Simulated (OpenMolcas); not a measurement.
**NCO (nco radical), step by step**

We compute a single-point energy (ROHF/STO-3G), then a single-point energy (CASSCF(3,3)/STO-3G), then a single-point energy (CASPT2(3,3)/STO-3G), then the energy (SC-NEVPT2(3,3)/STO-3G), then the energy (MRCI(3,3)/STO-3G) of NCO (nco radical). 

Program for the calculation: OpenMolcas 26.06.

**1. The structure to begin with**

NCO has 3 atoms, charge 0, and is taken as a doublet. SMILES: `[N]=C=O`. The N1–C2 distance was set to 2.444 Å, away from the relaxed value. At this shape a bond of the SMILES string is far longer than usual.

Bond lengths: C2–O3 1.171 Å. A long bond or contact: N1–C2 2.444 Å.

**2. The energy at ROHF/STO-3G (run 1)**

Contents of step1.inp:

```
&GATEWAY
  BasLib=$CurrDir
  Coord
  3
  bohr
  N      3.68539869     1.61044917     2.20477559
  C     -0.02607822    -0.01133836    -0.01568473
  O     -1.80355461    -0.78820477    -1.07903362
  Basis=STO-3G
  Group=NoSym

&SEWARD

&SCF
  UHF
  Spin=2
  Scramble=0.25
  PrOrbitals=1 1

&RASSCF
  FileOrb=$Project.UnaOrb
  Spin=2
  Nactel=1 0 0
  Inactive=10
  Ras2=1
  OutOrbitals=Canonical
  OrbListing=Nothing
```

The basis set STO-3G is read from a file made from the Basis Set Exchange's data (not shown).

The run is started by

```bash
$ export MOLCAS_MEM=1860
$ pymolcas step1.inp > step1.log
```

Standard output (excerpt; [...] marks lines left out):

```text
--- Start Module: gateway ---
[...]
--- Stop Module: gateway /rc=_RC_ALL_IS_WELL_ ---
[...]
      Basis functions           15
[...]
--- Start Module: scf ---
[...]
       Convergence after  27 Iterations
[...]
::    Total SCF energy                               -164.7851856281
[...]
      Total spin, S                                     0.5001045883
[...]
--- Stop Module: scf /rc=_RC_ALL_IS_WELL_ ---
--- Start Module: rasscf ---
[...]
      Number of active orbitals                  1
[...]
      Spin quantum number                      0.5
[...]
      Active orbitals                            1
[...]
      Number of CSFs                             1
[...]
      Number of root(s) required                 1
[...]
      Convergence after  4 iterations
[...]
      printout of CI-coefficients larger than  0.05 for root  1
      energy=    -164.785141
      conf/sym  1     Coeff  Weight
             1  u   1.00000 1.00000
      Natural orbitals and occupation numbers for root  1
      sym 1:   1.000000
      ************************************************************************************************************************
      *                                                    Final results                                                     *
[...]
::    RASSCF root number  1 Total energy:   -164.78514096
[...]
      Total electronic charge=   21.000000
      Total            charge=   -0.000000
[...]
      Dipole Moment (debye):
      Origin of the operator (angstrom)=    0.2828    0.1236    0.1692
                   X= -4.6837E-01               Y= -2.0467E-01               Z= -2.8019E-01           Total=  5.8289E-01
      Quadrupole Moment (debye*angstrom):
[...]
--- Stop Module: rasscf /rc=_RC_ALL_IS_WELL_ ---
[...]
```

Run time: 2.1 s. Hardware: 1 thread of Arm Neoverse V2, shared host; peak memory 0.37 GiB.

**3. The energy at CASSCF(3,3)/STO-3G (run 2)**

Contents of step2.inp:

```
&GATEWAY
  BasLib=$CurrDir
  Coord
  3
  bohr
  N      3.68539869     1.61044917     2.20477559
  C     -0.02607822    -0.01133836    -0.01568473
  O     -1.80355461    -0.78820477    -1.07903362
  Basis=STO-3G
  Group=NoSym

&SEWARD

&RASSCF
  FileOrb=$CurrDir/step1.RasOrb
  Spin=2
  Nactel=3 0 0
  Inactive=9
  Ras2=3
  OrbListing=Nothing
```

The basis set STO-3G is read from a file made from the Basis Set Exchange's data (not shown).

The run is started by

```bash
$ export MOLCAS_MEM=1860
$ pymolcas step2.inp > step2.log
```

Standard output (excerpt; [...] marks lines left out):

```text
--- Start Module: gateway ---
[...]
--- Stop Module: gateway /rc=_RC_ALL_IS_WELL_ ---
--- Start Module: seward ---
[...]
      Basis functions           15
--- Stop Module: seward /rc=_RC_ALL_IS_WELL_ ---
--- Start Module: rasscf ---
[...]
      Number of active orbitals                  3
[...]
      Spin quantum number                      0.5
[...]
      Active orbitals                            3
[...]
      Number of CSFs                             8
[...]
      Number of root(s) required                 1
[...]
      Convergence after  7 iterations
[...]
      printout of CI-coefficients larger than  0.05 for root  1
      energy=    -164.812163
      conf/sym  111     Coeff  Weight
             1  2u0  -0.83212 0.69242
             8  0u2  -0.55460 0.30758
      Natural orbitals and occupation numbers for root  1
      sym 1:   1.384835   1.000000   0.615165
      ************************************************************************************************************************
      *                                                    Final results                                                     *
[...]
::    RASSCF root number  1 Total energy:   -164.81216341
[...]
      Total electronic charge=   21.000000
      Total            charge=   -0.000000
[...]
      Dipole Moment (debye):
      Origin of the operator (angstrom)=    0.2828    0.1236    0.1692
                   X= -2.8938E-01               Y= -1.2645E-01               Z= -1.7312E-01           Total=  3.6014E-01
      Quadrupole Moment (debye*angstrom):
[...]
--- Stop Module: rasscf /rc=_RC_ALL_IS_WELL_ ---
[...]
```

It took 1.4 s on 1 thread of Arm Neoverse V2, shared host; peak memory 0.37 GiB.

**4. A single-point energy at CASPT2(3,3)/STO-3G (run 3)**

Contents of step3.inp:

```
* CNO CASPT2
&GATEWAY
BASLIB=$CurrDir
COORD
3
bohr
N      3.68539869     1.61044917     2.20477559
C     -0.02607822    -0.01133836    -0.01568473
O     -1.80355461    -0.78820477    -1.07903362
BASIS=STO-3G
GROUP=NoSym
&SEWARD
&RASSCF
FILEORB=$CurrDir/step2.RasOrb
SPIN=2
NACTEL=3 0 0
INACTIVE=9
RAS2=3
ORBLISTING=Nothing
&CASPT2
IMAGINARY=0.1
FROZEN=3
```

The basis set STO-3G is read from a file made from the Basis Set Exchange's data (not shown).

The run is started by

```bash
$ export MOLCAS_MEM=1860
$ pymolcas step3.inp > step3.log
```

Standard output (excerpt; [...] marks lines left out):

```text
--- Start Module: gateway ---
[...]
--- Stop Module: gateway /rc=_RC_ALL_IS_WELL_ ---
[...]
      Basis functions           15
[...]
--- Start Module: rasscf ---
[...]
      Number of active orbitals                  3
[...]
      Spin quantum number                      0.5
[...]
      Active orbitals                            3
[...]
      Number of CSFs                             8
[...]
      Number of root(s) required                 1
[...]
      Convergence after  4 iterations
[...]
      printout of CI-coefficients larger than  0.05 for root  1
      energy=    -164.812163
      conf/sym  111     Coeff  Weight
             1  2u0  -0.83212 0.69242
             8  0u2  -0.55460 0.30758
      Natural orbitals and occupation numbers for root  1
      sym 1:   1.384836   1.000000   0.615164
      ************************************************************************************************************************
      *                                                    Final results                                                     *
[...]
::    RASSCF root number  1 Total energy:   -164.81216341
[...]
      Total electronic charge=   21.000000
      Total            charge=   -0.000000
[...]
      Dipole Moment (debye):
      Origin of the operator (angstrom)=    0.2828    0.1236    0.1692
                   X= -2.8942E-01               Y= -1.2647E-01               Z= -1.7315E-01           Total=  3.6019E-01
      Quadrupole Moment (debye*angstrom):
[...]
--- Stop Module: rasscf /rc=_RC_ALL_IS_WELL_ ---
--- Start Module: caspt2 ---
[...]
 ###    WARNING: User changed nr of frozen orbitals.                         ###
 ###############################################################################
[...]
      E2 (Variational):          -0.1410355432
      Total energy:            -164.9531989525
[...]
      Reference weight:           0.93261
[...]
::    CASPT2 Root  1     Total energy:   -164.95319895
[...]
--- Stop Module: caspt2 /rc=_RC_ALL_IS_WELL_ ---
[...]
```

Run time: 1.4 s. Hardware: 1 thread of Arm Neoverse V2, shared host; peak memory 0.37 GiB.

**5. A single-point energy at SC-NEVPT2(3,3)/STO-3G (run 4)**

Contents of step4.inp:

```
>>> EXPORT MOLCAS_PRINT=2

&gateway
 baslib=$CurrDir
 coord
 3
 bohr
 N      3.68539869     1.61044917     2.20477559
 C     -0.02607822    -0.01133836    -0.01568473
 O     -1.80355461    -0.78820477    -1.07903362
 basis=STO-3G
 group=NoSym

&seward

&rasscf
 fileorb=$CurrDir/step2.RasOrb
 spin=2
 nactel=3 0 0
 inactive=9
 ras2=3
 orblisting=Nothing

&caspt2
 sc-nevpt2
 frozen=3
```

The basis set STO-3G is read from a file made from the Basis Set Exchange's data (not shown).

The run is started by

```bash
$ export MOLCAS_MEM=1860
$ pymolcas step4.inp > step4.log
```

Standard output (excerpt; [...] marks lines left out):

```text
--- Start Module: gateway ---
[...]
--- Stop Module: gateway /rc=_RC_ALL_IS_WELL_ ---
[...]
      Basis functions           15
[...]
--- Start Module: rasscf ---
[...]
      Number of active orbitals                  3
[...]
      Spin quantum number                      0.5
[...]
      Active orbitals                            3
[...]
      Number of CSFs                             8
[...]
      Number of root(s) required                 1
[...]
      Convergence after  4 iterations
[...]
      printout of CI-coefficients larger than  0.05 for root  1
      energy=    -164.812163
      conf/sym  111     Coeff  Weight
             1  2u0  -0.83212 0.69242
             8  0u2  -0.55460 0.30758
      Natural orbitals and occupation numbers for root  1
      sym 1:   1.384836   1.000000   0.615164
      ************************************************************************************************************************
      *                                                    Final results                                                     *
[...]
::    RASSCF root number  1 Total energy:   -164.81216341
[...]
      Total electronic charge=   21.000000
      Total            charge=   -0.000000
[...]
      Dipole Moment (debye):
      Origin of the operator (angstrom)=    0.2828    0.1236    0.1692
                   X= -2.8942E-01               Y= -1.2647E-01               Z= -1.7315E-01           Total=  3.6019E-01
      Quadrupole Moment (debye*angstrom):
[...]
--- Stop Module: rasscf /rc=_RC_ALL_IS_WELL_ ---
--- Start Module: caspt2 ---
[...]
 ###    WARNING: User changed nr of frozen orbitals.                         ###
 ###############################################################################
[...]
      E2 (Variational):          -0.1403965206
[...]
      E2 (Variational):          -0.1403962343
      Total energy:            -164.9525596436
[...]
      Reference weight:           0.93276
[...]
::    SC-NEVPT2 Root  1     Total energy:   -164.95255964
[...]
--- Stop Module: caspt2 /rc=_RC_ALL_IS_WELL_ ---
[...]
```

It took 1.4 s on 1 thread of Arm Neoverse V2, shared host; peak memory 0.37 GiB.

**6. The energy at MRCI(3,3)/STO-3G (run 5)**

Contents of step5.input:

```
* CNO MRCI

&GATEWAY
 BasLib=$CurrDir
 Coord
 3
 bohr
 N      3.68539869     1.61044917     2.20477559
 C     -0.02607822    -0.01133836    -0.01568473
 O     -1.80355461    -0.78820477    -1.07903362
 Basis=STO-3G
 Group=NoSym

&SEWARD

&RASSCF
 FileOrb=$CurrDir/step2.RasOrb
 Spin=2
 Nactel=3 0 0
 Inactive=9
 Ras2=3
 OrbListing=Nothing

&MOTRA
 LumOrb
 Frozen=3

&GUGA
 Electrons=15
 Spin=2
 Inactive=6
 Active=3
 CIAll=1

&MRCI
 SDCI
```

The basis set STO-3G is read from a file made from the Basis Set Exchange's data (not shown).

The run is started by

```bash
$ export MOLCAS_MEM=1860
$ pymolcas step5.input > step5.log
```

Standard output (excerpt; [...] marks lines left out):

```text
--- Start Module: gateway ---
[...]
--- Stop Module: gateway /rc=_RC_ALL_IS_WELL_ ---
[...]
      Basis functions           15
[...]
      Number of active orbitals                  3
[...]
      Spin quantum number                      0.5
[...]
      Active orbitals                            3
[...]
      Number of CSFs                             8
[...]
      Number of root(s) required                 1
[...]
      Convergence after  4 iterations
[...]
      printout of CI-coefficients larger than  0.05 for root  1
      energy=    -164.812163
      conf/sym  111     Coeff  Weight
             1  2u0  -0.83212 0.69242
             8  0u2  -0.55460 0.30758
      Natural orbitals and occupation numbers for root  1
      sym 1:   1.384836   1.000000   0.615164
      ************************************************************************************************************************
      *                                                    Final results                                                     *
[...]
::    RASSCF root number  1 Total energy:   -164.81216341
[...]
      Dipole Moment (debye):
      Origin of the operator (angstrom)=    0.2828    0.1236    0.1692
                   X= -2.8942E-01               Y= -1.2647E-01               Z= -1.7315E-01           Total=  3.6019E-01
      Quadrupole Moment (debye*angstrom):
[...]
      *** WARNING: Default frozen orbitals is overwritten by user input.
      *** Default values:   3
[...]
--- Start Module: guga ---
[...]
--- Stop Module: guga /rc=_RC_ALL_IS_WELL_ ---
--- Start Module: mrci ---
[...]
       (But an ACPF correction will be computed)
       USE THE DEFAULT ACPF G-VALUE GFAC=  0.13333333333333333
[...]
                      CI ENERGY:  -164.94887403
[...]
                ACPF CORRECTION:    -0.00954579
[...]
      Total electronic charge=   21.000000
      Total            charge=   -0.000000
[...]
     ACPF CORRECTION:     -0.00954579
[...]
  CI State   1     Total energy:   -164.94887403     QDav:     -0.01113398     QACPF:     -0.00954579
[...]
--- Stop Module: mrci /rc=_RC_ALL_IS_WELL_ ---
[...]
```

It took 1.8 s on 1 thread of Arm Neoverse V2, shared host; peak memory 0.37 GiB.

**7. Summary of results**

| quantity | value |
| --- | --- |
| run 1, ROHF/STO-3G: total energy | -164.78514 Eh |
| run 1, ROHF/STO-3G: dipole moment | 0.58 D |
| run 2, CASSCF(3,3)/STO-3G: total energy | -164.81216 Eh |
| run 2, CASSCF(3,3)/STO-3G: dipole moment (CASSCF density) | 0.36 D |
| run 3, CASPT2(3,3)/STO-3G: total energy | -164.95320 Eh |
| run 3, CASPT2(3,3)/STO-3G: dipole moment (CASSCF density) | 0.36 D |
| run 4, SC-NEVPT2(3,3)/STO-3G: total energy | -164.95256 Eh |
| run 4, SC-NEVPT2(3,3)/STO-3G: dipole moment (CASSCF density) | 0.36 D |
| run 5, MRCI(3,3)/STO-3G: total energy | -164.94887 Eh |
| run 5, MRCI(3,3)/STO-3G: dipole moment (CASSCF density) | 0.36 D |

In words: Mulliken charges (run 1, ROHF/STO-3G) run from -0.18 on O3 to +0.21 on C2. Mulliken charges (run 2, CASSCF(3,3)/STO-3G) run from -0.19 on O3 to +0.21 on C2; they depend strongly on the basis.
